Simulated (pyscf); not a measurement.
# Routes from difluorosilylene (F–Si:–F) [singlet] + hydrogen (H₂)

Candidate steps break at most two bonds and form at most two. Each was searched with GFN2-xTB (tblite) first. Single points on ωB97X-D3(BJ)/def2-SVP structures (PySCF, gas phase). Energies: ωB97M-D3(BJ)/def2-TZVP, kJ/mol, from the separated reactants, singlet surface; ΔG‡ with ideal gas, 1 atm, RRHO with modes under 100 cm⁻¹ raised to 100, one conformer, R ln 2 for chiral ones without a mode under 150 cm⁻¹.

```csv
products,type,ΔE‡,ΔE,ΔG‡ 298 K,ΔG‡ 900 K,ν‡ (cm⁻¹)
HF + F–SiH: [singlet],four-centre exchange,196.7,+200.4,–,–,1059i
F–SiH₂–F,insertion,223.4,-146.5,260.2,335.8,1641i
```

A dash marks a saddle under its separated products, where this table gives no free-energy barrier. Row 1: On the product side the descent ends in a complex, 27.6 kJ/mol under the separated species and 25.5 kJ/mol under the saddle at ωB97X-D3(BJ)/def2-TZVP. 

Plain bond fissions and candidates not yet searched are not listed, and one of them may be faster. Each barrier is that of the saddle found; lower ones may exist.
